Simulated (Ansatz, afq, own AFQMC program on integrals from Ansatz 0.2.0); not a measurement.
Two steps: Ansatz 0.2.0 writes the Fock matrix and Cholesky factors of the valence space, and afq projects on them the lowest state that overlaps trial and start.

```yaml
crystal:
  periodic: [false, false, false]
  atoms:
    - {symbol: Si, position_ang: [0.000000, 0.000000, 0.000000]}
    - {symbol: Mg, position_ang: [0.000000, 0.000000, 2.532400]}
basis:
  gaussian: {orbitals: cc-pVDZ}
magnetization: {spin_polarized: false, initial_magnetization: 2}
correlation: {method: ccsd_t, electrons: outside_noble_gas, hamiltonian_folder: ham}
```

```sh
$ ansatz run in.yaml --threads 1 --pin off --events-out ev --progress --plain --max-ram 1843MiB
```

afq runs on the folder ham with

```
--method free --trial cisd --walkers 90 --time-step 0.03 --max-blocks 80 --target-error 0.00029 --factor-cut 1e-05 --seed 9411 --times 0,0.3,0.6,1.2,1.8,2.4,3.6,4.8,6 --taylor-order 8
```

Times are imaginary, in 1/Eh. The walk had a cap of 537 s.

Log:

```
orbitals 26  electrons 4 2  factors 180 of 349
reference energy -488.45960858 Eh
CCSD correlation -0.11890406 Eh in 16 cycles, weight of the determinant in the CISD state 0.8264
repeat  energy at the last time / Eh  error
    10  -488.585856  0.000906
    20  -488.585972  0.000596
    30  -488.586101  0.000490
    40  -488.586128  0.000418
    50  -488.586212  0.000371
    60  -488.586236  0.000338
    70  -488.586371  0.000304
    80  -488.586385  0.000282
time / (1/Eh)  energy / Eh  error  mean overlap
  0.00  -488.578496  0.000057  1.2104
  0.30  -488.580981  0.000083  1.2084
  0.60  -488.582454  0.000097  1.2110
  1.20  -488.584218  0.000138  1.2131
  1.80  -488.584922  0.000129  1.2175
  2.40  -488.585397  0.000154  1.2157
  3.60  -488.585747  0.000173  1.2396
  4.80  -488.586153  0.000241  1.2485
  6.00  -488.586385  0.000282  1.2461
energy -488.586385 +/- 0.000282 Eh
```

The run passed its tests (error under three times the target), which doesn't prove that it has relaxed.

Against this walk (error 7.7 meV) on the same determinant: CCSD(T) 51.7 meV higher, CCSDT(Q) 7.4 meV lower (within the noise), full CI 9.7 meV lower (within the noise). The error is statistical, and a free projection of finite length keeps a remainder of its start. The last points still move (meV from the last: 40 ± 4 at 1.80, 27 ± 4 at 2.40, 17 ± 5 at 3.60, 6 ± 7 at 4.80, 0 ± 8 at 6.00), but the last one has reached full CI within the noise or passed it, so little can be left to fall.

Cautions: remainder of the start not in the error; a spin-contaminated unrestricted determinant lies lower (UHF 649 meV lower, ⟨S²⟩ 2.72); strong correlation (T1 0.061, weight of the determinant 0.83, largest double 0.20).

The walk took 3 min on 1 thread of Intel(R) Xeon(R) Platinum 8259CL CPU @ 2.50GHz (Skylake/Cascade Lake) (shared host). The log's last line is the free-projection energy.

CCSDT and higher add their correlation energy to the determinant of the CCSD(T) run, since their own runs factorise the integrals more tightly (a shift of under 2 meV). A walk keeps the symmetry of its determinant, which the program's search chose and which needn't be the lowest solution, so a lower state of the same spin and another symmetry isn't excluded.
